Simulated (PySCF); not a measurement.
Job for PySCF: R-B3LYP/6-31G* on CH4 (SMILES C).

```python
from pyscf import gto, scf, dft, mp
from pyscf.data.elements import chemcore

mol = gto.M(
    atom='''
    C     0.00000000    0.00000000    0.00000000
    H     0.00000000    1.08744517    0.00000000
    H    -0.51262657   -0.36248173    0.88789526
    H    -0.51262657   -0.36248173   -0.88789526
    H     1.02525314   -0.36248173    0.00000000
    ''',
    basis='6-31g*',
    cart=True,
    charge=0, spin=0, verbose=3, max_memory=1800)
mf = dft.RKS(mol, xc='b3lyp')
mf.conv_tol = 1e-8
mf.max_cycle = 100
mf.kernel()
if not mf.converged:
    mf = mf.newton().run(mf.mo_coeff, mf.mo_occ)
```

It printed:

```
converged SCF energy = -40.5182965035319
```

The calculation finished and met its thresholds.

Cost: very roughly 0.9 core-seconds.
